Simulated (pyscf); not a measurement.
F–Cl (SMILES FCl) + Cl–C•(Cl)–Cl (SMILES Cl[C](Cl)Cl) -> Cl• (SMILES [Cl]) + F–C(Cl)(Cl)–Cl (SMILES FC(Cl)(Cl)Cl), an atom transfer (doublet surface; Cl–F broken, C–F formed). PySCF, gas phase, ωB97X-D3(BJ)/def2-SVP geometries. Energies in kcal/mol from the separated reactants.

Small-basis levels: PySCF, no dispersion term, spherical d functions. AM1 to PM7: differences of heats of formation from MOPAC. Open shells are spin-unrestricted. 

```
level                   barrier  reaction energy
----------------------  -------  ---------------
HF/3-21G                    1.8            -66.2
HF/6-31G*                  15.2            -58.0
SVWN5/6-31G*              -11.9            -45.8
B3LYP/3-21G               -11.3            -60.0
B3LYP/LANL2DZ               ___            -58.0
M06-2X/6-31G*               5.4            -51.6
PBE/def2-SVP                ___            -45.7
AM1                        23.3            -14.0
PM6                         7.5            -30.5
ωB97M-D3(BJ)/def2-TZVP      ___            -44.6
```

### Question
What belongs in the gaps?

### Answer

- B3LYP/LANL2DZ, barrier: -11.4
- PBE/def2-SVP, barrier: -6.4
- ωB97M-D3(BJ)/def2-TZVP, barrier: 8.2

Against the last row the barrier runs from -20.1 (SVWN5/6-31G*) to +15.1 kcal/mol (AM1). At SVWN5/6-31G*, B3LYP/3-21G, B3LYP/LANL2DZ, PBE/def2-SVP this geometry lies under one side, so the entry may be no barrier of that level: it is a single point on another level's saddle. ωB97M-D3(BJ)/def2-TZVP has limits of its own. This is the saddle that the search found; another between the same sides may lie lower. The angle at the transferred F is 180°. Left out: the spin-orbit lowering of Cl.
